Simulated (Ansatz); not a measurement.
System: graphite. Method: PBE-D4 (PAW; Ansatz, a first-principles code).

Numerical settings: plane-wave cutoff 500 eV, 18×18×6 k mesh (along the axes of the cell as run), Fermi–Dirac smearing 0.05 eV, scalar-relativistic PAW data made under PBE.

Computed at the level's own relaxed cell.

What does this level give for the volume per atom, lattice parameter a and lattice parameter c?


volume per atom: 8.73 Å³/atom
lattice parameter a: 2.460 Å
lattice parameter c: 6.660 Å

Measured, for comparison: lattice constant a 2.461 Å (300 K, not corrected to a static lattice, our sources range from 2.456 to 2.461; as tabulated in Wikipedia's data pages); lattice parameter c 6.67 Å (low temperature, zero-point motion not removed; as tabulated in Berland et al. (2010), arXiv:1007.3305). Computed (rounded) less measured: lattice constant a 0.0 % (inside the range of the sources held), lattice parameter c -0.1 %.

The computed numbers hold no vibrational or temperature effects.
